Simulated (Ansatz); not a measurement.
fcc Ir, treated with PBEsol (Ansatz, an electronic-structure program, PAW).

A relaxed, unreconstructed slab of the (221) face has 18 atoms, two equal faces of 22.016 Å² each and an energy of -212374.2569 eV. A bulk cell of 18 atoms with the same orientation and in-plane k mesh has -212382.6670 eV. Energies are extrapolated to zero smearing.

Settings: plane-wave cutoff 500 eV, 8×20×1 k mesh (along the axes of the cell as run), Fermi–Dirac smearing 0.1 eV, scalar-relativistic PAW data made under PBE.

Worked out: γ = (E_slab − N E_bulk per atom)/2A = [-212374.2569 − 18 × (-212382.6670/18)]/(2 × 22.016) = 0.1910 eV/Å². With 16.022 J/m² per eV/Å² this is 3.06 J/m², or 4.21 eV per surface cell and face.
